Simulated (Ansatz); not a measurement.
Ansatz (a first-principles code) input (B3LYP-D3(BJ)/def2-TZVP):

Ansatz 0.2 input:
```yaml
crystal:
  periodic: [false, false, false]
  atoms:
    - {symbol: O, position_ang: [0.04506196, -0.76326742, -0.00033480]}
    - {symbol: C, position_ang: [0.02554004, 0.62401008, 0.00008452]}
    - {symbol: C, position_ang: [1.39881450, -1.38514142, -0.00460205]}
    - {symbol: C, position_ang: [-1.41891819, 1.12299125, 0.00459498]}
    - {symbol: H, position_ang: [0.56425370, 1.02806812, 0.88086636]}
    - {symbol: H, position_ang: [0.55890179, 1.02852619, -0.88373893]}
    - {symbol: H, position_ang: [1.91752030, -0.92164996, -0.88283989]}
    - {symbol: H, position_ang: [1.92283869, -0.92210516, 0.87071378]}
    - {symbol: H, position_ang: [-1.94842248, 0.75240963, -0.87706723]}
    - {symbol: H, position_ang: [-1.94306535, 0.75195111, 0.88926030]}
    - {symbol: H, position_ang: [-1.46514037, 2.21777999, 0.00501936]}
basis:
  gaussian:
    orbitals: def2-TZVP
hamiltonian:
  xc: b3lyp
  dispersion: d3bj
total_charge: -1
phonons: {temperatures: {t_min: 298.15, t_max: 298.15, t_step: 100}}
```

Output:

```
Functional definition: B3LYP
integrals: 0.06 GiB planned
999 factors; their error is unknown
mean field: 0.68 GiB planned
mean field evaluation 1: about -5266.8304 eV, gradient 4.6e1 eV
mean field evaluation 2: about -5236.3060 eV, gradient 7.9e1 eV
mean field evaluation 4: about -5271.7247 eV, gradient 1.2e1 eV
mean field evaluation 8: about -5272.2232 eV, gradient 2.1e-1 eV
mean field evaluation 16: about -5272.2112 eV, gradient 6.4e-3 eV
mean field -5272.21121207 eV, -193.7501884106 hartree, gradient 1.4e-5 eV, S^2 0.000000; 0 other end points of the search recorded, 0 dependent functions left out
the calculation of the forces begins
reference -5272.21147371 eV, -193.7501980254 hartree; 17, 17 occupied and 149, 149 virtual orbitals, 999 factors
these checks for a lower state are left out or cut short: stability, starts, cluster_reference, orbital_swaps, neighbouring_geometries, increment
integrals: 0.06 GiB planned
999 factors; their error is unknown
mean field: 0.68 GiB planned
mean field -5272.21114172 eV, -193.7501858252 hartree, gradient 2.7e-6 eV, S^2 0.000000; 0 other end points of the search recorded, 0 dependent functions left out
the calculation of the forces begins
reference -5272.21140345 eV, -193.7501954437 hartree; 17, 17 occupied and 149, 149 virtual orbitals, 999 factors
these checks for a lower state are left out or cut short: stability, starts, cluster_reference, orbital_swaps, neighbouring_geometries, increment
integrals: 0.06 GiB planned
999 factors; their error is unknown
mean field: 0.68 GiB planned
mean field evaluation 32: about -5272.2108 eV, gradient 5.0e-1 eV
mean field -5272.21111024 eV, -193.7501846683 hartree, gradient 2.7e-6 eV, S^2 0.000000; 0 other end points of the search recorded, 0 dependent functions left out
the calculation of the forces begins
reference -5272.21137177 eV, -193.7501942795 hartree; 17, 17 occupied and 149, 149 virtual orbitals, 999 factors
these checks for a lower state are left out or cut short: stability, starts, cluster_reference, orbital_swaps, neighbouring_geometries, increment
integrals: 0.06 GiB planned
999 factors; their error is unknown
mean field: 0.68 GiB planned
mean field -5272.21112478 eV, -193.7501852027 hartree, gradient 2.7e-6 eV, S^2 0.000000; 0 other end points of the search recorded, 0 dependent functions left out
the calculation of the forces begins
reference -5272.21138642 eV, -193.7501948177 hartree; 17, 17 occupied and 149, 149 virtual orbitals, 999 factors
these checks for a lower state are left out or cut short: stability, starts, cluster_reference, orbital_swaps, neighbouring_geometries, increment
integrals: 0.06 GiB planned
999 factors; their error is unknown
mean field: 0.68 GiB planned
mean field -5272.21116038 eV, -193.7501865110 hartree, gradient 2.8e-6 eV, S^2 0.000000; 0 other end points of the search recorded, 0 dependent functions left out
the calculation of the forces begins
reference -5272.21142201 eV, -193.7501961255 hartree; 17, 17 occupied and 149, 149 virtual orbitals, 999 factors
these checks for a lower state are left out or cut short: stability, starts, cluster_reference, orbital_swaps, neighbouring_geometries, increment
integrals: 0.06 GiB planned
999 factors; their error is unknown
mean field: 0.68 GiB planned
mean field -5272.21105622 eV, -193.7501826832 hartree, gradient 2.7e-6 eV, S^2 0.000000; 0 other end points of the search recorded, 0 dependent functions left out
the calculation of the forces begins
reference -5272.21131779 eV, -193.7501922958 hartree; 17, 17 occupied and 149, 149 virtual orbitals, 999 factors
these checks for a lower state are left out or cut short: stability, starts, cluster_reference, orbital_swaps, neighbouring_geometries, increment
integrals: 0.06 GiB planned
[...]
999 factors; their error is unknown
mean field: 0.68 GiB planned
mean field -5272.21117997 eV, -193.7501872310 hartree, gradient 2.7e-6 eV, S^2 0.000000; 0 other end points of the search recorded, 0 dependent functions left out
the calculation of the forces begins
reference -5272.21144157 eV, -193.7501968443 hartree; 17, 17 occupied and 149, 149 virtual orbitals, 999 factors
these checks for a lower state are left out or cut short: stability, starts, cluster_reference, orbital_swaps, neighbouring_geometries, increment
integrals: 0.06 GiB planned
999 factors; their error is unknown
mean field: 0.68 GiB planned
mean field -5272.21120772 eV, -193.7501882507 hartree, gradient 2.7e-6 eV, S^2 0.000000; 0 other end points of the search recorded, 0 dependent functions left out
the calculation of the forces begins
reference -5272.21146939 eV, -193.7501978670 hartree; 17, 17 occupied and 149, 149 virtual orbitals, 999 factors
these checks for a lower state are left out or cut short: stability, starts, cluster_reference, orbital_swaps, neighbouring_geometries, increment
integrals: 0.06 GiB planned
999 factors; their error is unknown
mean field: 0.68 GiB planned
mean field -5272.21114866 eV, -193.7501860801 hartree, gradient 2.7e-6 eV, S^2 0.000000; 0 other end points of the search recorded, 0 dependent functions left out
the calculation of the forces begins
reference -5272.21141024 eV, -193.7501956929 hartree; 17, 17 occupied and 149, 149 virtual orbitals, 999 factors
these checks for a lower state are left out or cut short: stability, starts, cluster_reference, orbital_swaps, neighbouring_geometries, increment
integrals: 0.06 GiB planned
999 factors; their error is unknown
mean field: 0.68 GiB planned
mean field evaluation 224: about -5272.2112 eV, gradient 2.4e-6 eV
mean field -5272.21116121 eV, -193.7501865415 hartree, gradient 2.7e-6 eV, S^2 0.000000; 0 other end points of the search recorded, 0 dependent functions left out
the calculation of the forces begins
reference -5272.21142290 eV, -193.7501961582 hartree; 17, 17 occupied and 149, 149 virtual orbitals, 999 factors
these checks for a lower state are left out or cut short: stability, starts, cluster_reference, orbital_swaps, neighbouring_geometries, increment
integrals: 0.06 GiB planned
999 factors; their error is unknown
mean field: 0.68 GiB planned
mean field -5272.21115569 eV, -193.7501863384 hartree, gradient 2.7e-6 eV, S^2 0.000000; 0 other end points of the search recorded, 0 dependent functions left out
the calculation of the forces begins
reference -5272.21141727 eV, -193.7501959513 hartree; 17, 17 occupied and 149, 149 virtual orbitals, 999 factors
these checks for a lower state are left out or cut short: stability, starts, cluster_reference, orbital_swaps, neighbouring_geometries, increment
integrals: 0.06 GiB planned
999 factors; their error is unknown
mean field: 0.68 GiB planned
mean field -5272.21119992 eV, -193.7501879640 hartree, gradient 2.7e-6 eV, S^2 0.000000; 0 other end points of the search recorded, 0 dependent functions left out
the calculation of the forces begins
reference -5272.21146160 eV, -193.7501975806 hartree; 17, 17 occupied and 149, 149 virtual orbitals, 999 factors
these checks for a lower state are left out or cut short: stability, starts, cluster_reference, orbital_swaps, neighbouring_geometries, increment
integrals: 0.06 GiB planned
999 factors; their error is unknown
mean field: 0.68 GiB planned
mean field -5272.21119463 eV, -193.7501877695 hartree, gradient 2.7e-6 eV, S^2 0.000000; 0 other end points of the search recorded, 0 dependent functions left out
the calculation of the forces begins
reference -5272.21145627 eV, -193.7501973846 hartree; 17, 17 occupied and 149, 149 virtual orbitals, 999 factors
these checks for a lower state are left out or cut short: stability, starts, cluster_reference, orbital_swaps, neighbouring_geometries, increment
integrals: 0.06 GiB planned
999 factors; their error is unknown
mean field: 0.68 GiB planned
mean field -5272.21118191 eV, -193.7501873021 hartree, gradient 2.7e-6 eV, S^2 0.000000; 0 other end points of the search recorded, 0 dependent functions left out
the calculation of the forces begins
reference -5272.21144353 eV, -193.7501969166 hartree; 17, 17 occupied and 149, 149 virtual orbitals, 999 factors
these checks for a lower state are left out or cut short: stability, starts, cluster_reference, orbital_swaps, neighbouring_geometries, increment
integrals: 0.06 GiB planned
999 factors; their error is unknown
mean field: 0.68 GiB planned
mean field evaluation 256: about -5272.2108 eV, gradient 5.0e-1 eV
mean field -5272.21113289 eV, -193.7501855007 hartree, gradient 2.7e-6 eV, S^2 0.000000; 0 other end points of the search recorded, 0 dependent functions left out
the calculation of the forces begins
reference -5272.21139449 eV, -193.7501951141 hartree; 17, 17 occupied and 149, 149 virtual orbitals, 999 factors
these checks for a lower state are left out or cut short: stability, starts, cluster_reference, orbital_swaps, neighbouring_geometries, increment
integrals: 0.06 GiB planned
999 factors; their error is unknown
mean field: 0.68 GiB planned
mean field -5272.21114935 eV, -193.7501861054 hartree, gradient 2.7e-6 eV, S^2 0.000000; 0 other end points of the search recorded, 0 dependent functions left out
the calculation of the forces begins
reference -5272.21141101 eV, -193.7501957215 hartree; 17, 17 occupied and 149, 149 virtual orbitals, 999 factors
these checks for a lower state are left out or cut short: stability, starts, cluster_reference, orbital_swaps, neighbouring_geometries, increment
integrals: 0.06 GiB planned
999 factors; their error is unknown
mean field: 0.68 GiB planned
mean field -5272.21118354 eV, -193.7501873619 hartree, gradient 2.7e-6 eV, S^2 0.000000; 0 other end points of the search recorded, 0 dependent functions left out
the calculation of the forces begins
reference -5272.21144517 eV, -193.7501969768 hartree; 17, 17 occupied and 149, 149 virtual orbitals, 999 factors
these checks for a lower state are left out or cut short: stability, starts, cluster_reference, orbital_swaps, neighbouring_geometries, increment
integrals: 0.06 GiB planned
999 factors; their error is unknown
mean field: 0.68 GiB planned
mean field -5272.21121216 eV, -193.7501884139 hartree, gradient 2.7e-6 eV, S^2 0.000000; 0 other end points of the search recorded, 0 dependent functions left out
the calculation of the forces begins
reference -5272.21147379 eV, -193.7501980285 hartree; 17, 17 occupied and 149, 149 virtual orbitals, 999 factors
these checks for a lower state are left out or cut short: stability, starts, cluster_reference, orbital_swaps, neighbouring_geometries, increment
integrals: 0.06 GiB planned
999 factors; their error is unknown
mean field: 0.68 GiB planned
mean field evaluation 288: about -5272.2112 eV, gradient 6.3e-3 eV
mean field -5272.21116764 eV, -193.7501867776 hartree, gradient 2.7e-6 eV, S^2 0.000000; 0 other end points of the search recorded, 0 dependent functions left out
the calculation of the forces begins
reference -5272.21142926 eV, -193.7501963920 hartree; 17, 17 occupied and 149, 149 virtual orbitals, 999 factors
these checks for a lower state are left out or cut short: stability, starts, cluster_reference, orbital_swaps, neighbouring_geometries, increment
integrals: 0.06 GiB planned
999 factors; their error is unknown
mean field: 0.68 GiB planned
mean field -5272.21114423 eV, -193.7501859176 hartree, gradient 2.7e-6 eV, S^2 0.000000; 0 other end points of the search recorded, 0 dependent functions left out
the calculation of the forces begins
reference -5272.21140588 eV, -193.7501955327 hartree; 17, 17 occupied and 149, 149 virtual orbitals, 999 factors
Total energy: -5272.48921238 eV, -193.7604047336 hartree
Atom 0 at     0.045062    -0.763267    -0.000335 Å, force     0.001059    -0.000888    -0.000003 eV/Å
Atom 1 at     0.025540     0.624010     0.000085 Å, force    -0.000312     0.001151     0.000001 eV/Å
Atom 2 at     1.398815    -1.385141    -0.004602 Å, force    -0.000622    -0.001429     0.000002 eV/Å
Atom 3 at    -1.418918     1.122991     0.004595 Å, force     0.000280     0.000036    -0.000001 eV/Å
Atom 4 at     0.564254     1.028068     0.880866 Å, force     0.000033    -0.000198    -0.000044 eV/Å
Atom 5 at     0.558902     1.028526    -0.883739 Å, force     0.000034    -0.000198     0.000044 eV/Å
Atom 6 at     1.917520    -0.921650    -0.882840 Å, force    -0.000134     0.000681     0.000279 eV/Å
Atom 7 at     1.922839    -0.922105     0.870714 Å, force    -0.000136     0.000682    -0.000278 eV/Å
Atom 8 at    -1.948422     0.752410    -0.877067 Å, force    -0.000045    -0.000084    -0.000036 eV/Å
Atom 9 at    -1.943065     0.751951     0.889260 Å, force    -0.000045    -0.000084     0.000036 eV/Å
Atom 10 at    -1.465140     2.217780     0.005019 Å, force    -0.000112     0.000332     0.000000 eV/Å
Dipole moment:    -0.882394     1.356323     0.003028 e Å
Vibrations: 121.46 233.85 290.12 312.04 465.15 777.39 806.35 879.90 1026.83 1123.21 1151.60 1175.71 1222.03 1260.68 1365.12 1378.59 1436.01 1471.91 1491.13 1511.44 2716.66 2740.26 2847.28 2854.54 3000.64 3057.83 3072.58 cm⁻¹, zero-point energy 2.466685 eV
```

It need not be the lowest isomer of its formula. Whether it binds its extra electron was not tested at this geometry.
